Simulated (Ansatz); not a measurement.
Reaction (SMILES): OCl (OH-Cl) → [OH] (OH) + Cl atom
B3LYP-D3(BJ)/def2-TZVP geometries, fixed; electronic energies without zero-point terms.
Largest species:
```
O
H 1 0.9686
Cl 1 1.7015 2 103.27
```

Basis-set convergence of the bond dissociation energy at MP2 with Ansatz (a quantum-chemistry and plane-wave program). Cartesian d functions, on some or all atoms, in 6-31+G*; all else is spherical. Cores are frozen. Open shells are unrestricted. No added dispersion term, no relativity. Functions are those of the species that has most. Reference: Hartree-Fock in aug-cc-pV(Q+d)Z plus the correlation part extrapolated as X^-3 from aug-cc-pV(T+d)Z and aug-cc-pV(Q+d)Z, 65.60 kcal/mol, itself unsure by roughly 0.53 kcal/mol (a third of the extrapolation step and of the last Hartree-Fock step). Deviations are taken from unrounded values.

```tsv
basis	functions	bond dissociation energy (kcal/mol)	minus reference (kcal/mol)
STO-3G	15	35.98	-29.62
3-21G	24	32.18	-33.42
pcseg-0	24	27.81	-37.79
def2-SVP	37	50.38	-15.22
6-31+G*	44	51.99	-13.60
aug-pcseg-1	59	53.09	-12.51
pcseg-2	78	60.93	-4.66
def2-TZVPPD	108	61.05	-4.55
aug-cc-pV(T+d)Z	124	62.16	-3.44
aug-cc-pV(Q+d)Z	215	64.25	-1.35
aug-pcseg-3	223	64.27	-1.33
cc-pV(5+d)Z	246	64.64	-0.96
pcseg-4	267	64.86	-0.74
```
